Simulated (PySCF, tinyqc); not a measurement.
CID on RHF in the sto-6g basis, frozen core, for LiH, spin multiplicity 1, step by step. The lowest restricted solution is unstable here: a spin-polarised one lies 0.0129 hartree lower (PySCF). One step of it, computed by the program tinyqc.

Task: Integrals over molecular orbitals. (pq|rs) = sum C_ip C_jq C_kr C_ls (ij|kl), one index at a time.

coefficients C:
```
               MO1        MO2        MO3        MO4       MO5        MO6
1Li 1s    0.994179  -0.138560  -0.205992   0.000000  0.000000   0.105279
1Li 2s    0.023598   0.503460   0.802622   0.000000  0.000000  -0.480763
1Li 2px   0.000000   0.000000   0.000000   0.972858  0.231405   0.000000
1Li 2py   0.000000   0.000000   0.000000  -0.231405  0.972858   0.000000
1Li 2pz  -0.004488   0.322072  -0.579607   0.000000  0.000000  -0.835110
2H 1s    -0.000897   0.617007  -0.223271   0.000000  0.000000   0.879421
```

core Hamiltonian H = T + V (hartree), lower triangle:
```
            1Li 1s     1Li 2s    1Li 2px    1Li 2py    1Li 2pz      2H 1s
1Li 1s   -4.677517
1Li 2s   -0.992625  -1.314050
1Li 2px   0.000000   0.000000  -1.080580
1Li 2py   0.000000   0.000000   0.000000  -1.080580
1Li 2pz  -0.008028  -0.081146   0.000000   0.000000  -1.140387
2H 1s    -0.058701  -0.341149   0.000000   0.000000  -0.476328  -1.152303
```

Two-electron integrals (ij|kl) in chemists' order, unique and non-zero (hartree):
```
(11|11) 1.681247   (21|11) 0.242603   (21|21) 0.044507   (22|11) 0.397190
(22|21) 0.090279   (22|22) 0.290625   (31|31) 0.009437   (32|31) 0.014261
(32|32) 0.064236   (33|11) 0.397190   (33|21) 0.090279   (33|22) 0.290625
(33|33) 0.313125   (41|41) 0.009437   (42|41) 0.014261   (42|42) 0.064236
(43|43) 0.016875   (44|11) 0.397190   (44|21) 0.090279   (44|22) 0.290625
(44|33) 0.279374   (44|44) 0.313125   (51|51) 0.009437   (52|51) 0.014261
(52|52) 0.064236   (53|53) 0.016875   (54|54) 0.016875   (55|11) 0.397190
(55|21) 0.090279   (55|22) 0.290625   (55|33) 0.279374   (55|44) 0.279374
(55|55) 0.313125   (61|11) 0.013643   (61|21) 0.002473   (61|22) 0.005157
(61|33) 0.005081   (61|44) 0.005081   (61|51) 0.000333   (61|52) 0.000711
(61|55) 0.005308   (61|61) 0.000153   (62|11) 0.066180   (62|21) 0.015422
(62|22) 0.057335   (62|33) 0.054006   (62|44) 0.054006   (62|51) 0.002422
(62|52) 0.017885   (62|55) 0.063992   (62|61) 0.001067   (62|62) 0.023807
(63|31) 0.000881   (63|32) 0.004909   (63|53) 0.002234   (63|63) 0.001129
(64|41) 0.000881   (64|42) 0.004909   (64|54) 0.002234   (64|64) 0.001129
(65|11) 0.091459   (65|21) 0.021435   (65|22) 0.081614   (65|33) 0.076060
(65|44) 0.076060   (65|51) 0.003776   (65|52) 0.027915   (65|55) 0.092723
(65|61) 0.001520   (65|62) 0.036426   (65|65) 0.056039   (66|11) 0.227075
(66|21) 0.053511   (66|22) 0.217787   (66|33) 0.200338   (66|44) 0.200338
(66|51) 0.007987   (66|52) 0.076557   (66|55) 0.252686   (66|61) 0.003764
(66|62) 0.121897   (66|65) 0.191238   (66|66) 0.774999
```

Give: one-electron integrals over orbitals h = C^T H C; Two-electron integrals over orbitals.

Result:

one-electron integrals over orbitals h = C^T H C (hartree), lower triangle:
```
         1        2        3        4        5        6
1  -4.6703
2   0.0950  -1.2582
3   0.1630   0.0027  -1.0901
4   0.0000   0.0000   0.0000  -1.0806
5   0.0000   0.0000   0.0000   0.0000  -1.0806
6  -0.0550   0.0585   0.0200   0.0000   0.0000  -1.0281
```

Two-electron integrals over orbitals (pq|rs), unique and non-zero (hartree); the lowest 1 orbital is frozen and left out:
```
(22|22) 0.4424    (32|22) -0.0627   (32|32) 0.0247    (33|22) 0.2103
(33|32) 0.0165    (33|33) 0.3252    (42|42) 0.0204    (43|42) 0.0207
(43|43) 0.0417    (44|22) 0.2369    (44|32) 0.0171    (44|33) 0.2789
(44|44) 0.3131    (52|52) 0.0204    (53|52) 0.0207    (53|53) 0.0417
(54|54) 0.0169    (55|22) 0.2369    (55|32) 0.0171    (55|33) 0.2789
(55|44) 0.2794    (55|55) 0.3131    (62|22) 0.1070    (62|32) -0.0486
(62|33) -0.0191   (62|44) -0.0418   (62|55) -0.0418   (62|62) 0.1336
(63|22) -0.0609   (63|32) 0.0203    (63|33) 0.0372    (63|44) 0.0100
(63|55) 0.0100    (63|62) -0.0415   (63|63) 0.0334    (64|42) -0.0178
(64|43) -0.0113   (64|64) 0.0189    (65|52) -0.0178   (65|53) -0.0113
(65|65) 0.0189    (66|22) 0.4109    (66|32) -0.0487   (66|33) 0.2384
(66|44) 0.2558    (66|55) 0.2558    (66|62) 0.0860    (66|63) -0.0459
(66|66) 0.4034
```
